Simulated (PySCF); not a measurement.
Work out the structure from these simulated measurements.

Formula: BFH2.

| Quantity | Value |
| --- | --- |
| NMR, other nuclei | isotropic shieldings of nuclei other than C and H, by class: 45 (1 B), 151 (1 F) ppm [GIAO PBE0/pcSseg-1] |
| Rotational structure | rotational constants A, B, C: 219.422, 32.034, 27.953 GHz [PBE0-D3(BJ)/def2-SVP] |
| UV, first state | lowest singlet excitation: 6.02 eV (206 nm, f = 0.000) [TDDFT CAM-B3LYP/def2-SVPD] |
| Dipole | 0.81 D [CAM-B3LYP/def2-SVPD] |
| Polarisability | 17.0 au [CAM-B3LYP/def2-SVPD] |
| UV, strongest line | among the 10 lowest singlet transitions: S7 at 11.21 eV (111 nm, f = 0.289) [TDDFT CAM-B3LYP/def2-SVPD] |
| Couplings | largest of the computed one-bond spin–spin couplings (means over like bonds): 19F–11B -202.4, 11B–1H +165.9 (×2) Hz [B3LYP/pcJ-1] |
| Triplet | lowest triplet excitation (Tamm–Dancoff): 5.37 eV [TDA CAM-B3LYP/def2-SVPD] |
| XPS | B1s 199.0, F1s 693.9 eV [ΔSCF SCAN, pcX-2 on the ionised atom, pcseg-1 elsewhere, spin-free X2C] |

Gas-phase values; electronic properties from PySCF, density fitting. Levels stand in brackets. Isolated species at its PBE0-D3(BJ)/def2-SVP geometry, gas phase. NMR classes are plain means over equivalent atoms (diastereotopic ones count apart unless rotation or inversion swaps them), as if these changed places fast.

**Question.** Propose a structure and show how it fits.

**Answer.** The other shieldings belong to: 45 ppm, boron bonded to F and 2 H; 151 ppm, fluorine bonded to B. The couplings run between: -202.4 Hz, fluorine bonded to B and boron bonded to F and 2 H; +165.9 Hz, boron bonded to F and 2 H and its hydrogen (with 1 like pair). The core levels belong to: B1s 199.0 eV, boron bonded to F and 2 H; F1s 693.9 eV, fluorine bonded to B. The optimised geometry has point group C2v and is an asymmetric top. Structure: BH2F (`[H]B([H])F`).
